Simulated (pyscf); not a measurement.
Single points on ωB97X-D3(BJ)/def2-SVP structures (PySCF, gas phase). MP2 and CC: frozen core, UHF for open shells. ΔMP2 is the change of the MP2 total energy from the triple- to the quadruple-zeta basis.

Q: What is the homolytic dissociation enthalpy (298 K, CCSD(T)/def2-TZVPP + ΔMP2(QZVPP)) of the H–O bond of O=ZrH–OH, to [O–ZrH=O]• + H•?

A: H–O to [O–ZrH=O]• + H•: 121.7 kcal/mol. The radicals are drawn with the spin at the cut bond; how far it spreads was not checked. Other isomers of [O–ZrH=O]• were not searched in full and may lie lower. The CCSD(T) − MP2 part came from Ansatz, without density fitting, on the same reference. The frozen core leaves the outer d or s,p core shells of the metals and heavy elements correlated in the MP2 and CC values, and def2-TZVPP describes them poorly, which can shift differences by a few kcal/mol. Open-shell species with a d-block atom are single-reference here; other states, and whether the spin sits on metal or ligand, were not checked. Elements past Kr carry the def2 core potentials, without spin-orbit coupling.
